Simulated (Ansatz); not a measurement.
# Sn (Sn, beta-Sn (white tin)): the cost of one run

Computed with Ansatz 0.2.0 (DFT LDA (PW92), plane waves (420 eV) with PAW, scalar-relativistic; PBE-made PAW files, unless a step says otherwise).

## (1) Starting point

Symmetry: I4_1/amd, No. 141, tetragonal system. The conventional cell has a = 5.831 Å, b = 5.831 Å, c = 3.181 Å, α = 90.00°, β = 90.00°, γ = 90.00°. Sn (site symmetry -4m2) has 6 Sn at 3.02 to 3.18 Å as nearest neighbours.

Structure file:

```cif
data_structure
_symmetry_space_group_name_H-M 'P 1'
_symmetry_Int_Tables_number 1
_cell_length_a 4.4196
_cell_length_b 4.4196
_cell_length_c 4.4196
_cell_angle_alpha 97.442
_cell_angle_beta 97.442
_cell_angle_gamma 137.811
_cell_volume 54.09
loop_
_atom_site_label
_atom_site_type_symbol
_atom_site_fract_x
_atom_site_fract_y
_atom_site_fract_z
_atom_site_occupancy
Sn1 Sn 0.00000 0.00000 0.00000 1
Sn2 Sn 0.75000 0.25000 0.50000 1
```

## (2) Relaxing cell and atoms

File input.yaml:

```yaml
crystal:
  lattice:
    - [-2.91573, 2.91573, 1.59064]
    - [2.91573, -2.91573, 1.59064]
    - [2.91573, 2.91573, -1.59064]
  atoms:
    - { symbol: Sn, position: [0.0, 0.0, 0.0] }
    - { symbol: Sn, position: [0.75, 0.25, 0.5] }
hamiltonian:
  xc: lda
  pseudopotentials:
    kind: paw
    azcp:
      Sn: "pseudopotentials/Sn.paw.azcp"
basis:
  ecutwfc: 420
  fft_grid_basis: typed
kpoints:
  mp_grid: { grid: [11, 11, 8], shift: [0, 0, 0] }
magnetization:
  spin_polarized: false
scf:
  occupations: { method: fermi_dirac, width: 0.1 }
relax:
  max_steps: 60
  f_tol: 0.01
  cell: {}
```

**Question.** How long does this run take on 1 thread of an x86-64 CPU, shared host, and how much memory does it need?

About 69 s, with a peak of 0.71 GiB.
